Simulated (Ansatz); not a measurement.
```yaml
crystal:
  periodic: [false, false, false]
  atoms:
    - {symbol: O, position_ang: [0.854213, 2.274896, 0.932142]}
    - {symbol: S, position_ang: [0.999812, -0.388701, 0.281337]}
    - {symbol: S, position_ang: [-1.854006, -1.886196, -1.213481]}
basis:
  gaussian: {orbitals: aug-cc-pVTZ, final_grid: {core_spheres: 5, valence_spheres: 4, degree: 11}}
hamiltonian: {xc: {name: B97}}
scf: {lower_state_search: light}
```

```sh
$ ansatz run in.yaml --threads 4 --pin off --events-out ev --progress --plain --max-ram 10444MiB
```

Output, abridged:

```
Functional definition: B97
911 factors; their error is unknown
mean field evaluation 1: about -23673.1116 eV, gradient 9.7e1 eV
mean field evaluation 2: about -23291.4166 eV, gradient 1.6e2 eV
mean field evaluation 4: about -23569.1687 eV, gradient 1.5e2 eV
mean field evaluation 8: about -23702.4925 eV, gradient 1.2e1 eV
mean field evaluation 16: about -23703.1057 eV, gradient 1.9e-2 eV
mean field evaluation 64: about -23702.3542 eV, gradient 2.2e-3 eV
mean field evaluation 96: about -23702.8002 eV, gradient 2.6e-5 eV
mean field -23703.10574847 eV, -871.0730697141 hartree, gradient 5.4e-6 eV, S^2 0.000000; 10 other end points of the search recorded, 0 dependent functions left out
reference -23703.10578897 eV, -871.0730712026 hartree; 20, 20 occupied and 126, 126 virtual orbitals, 911 factors
Total energy: -23703.10578897 eV, -871.0730712026 hartree
```

In this input the coordinates are in bohr but typed as ångström. Self-consistency was reached. The result belongs to that input, not to the molecule as meant.
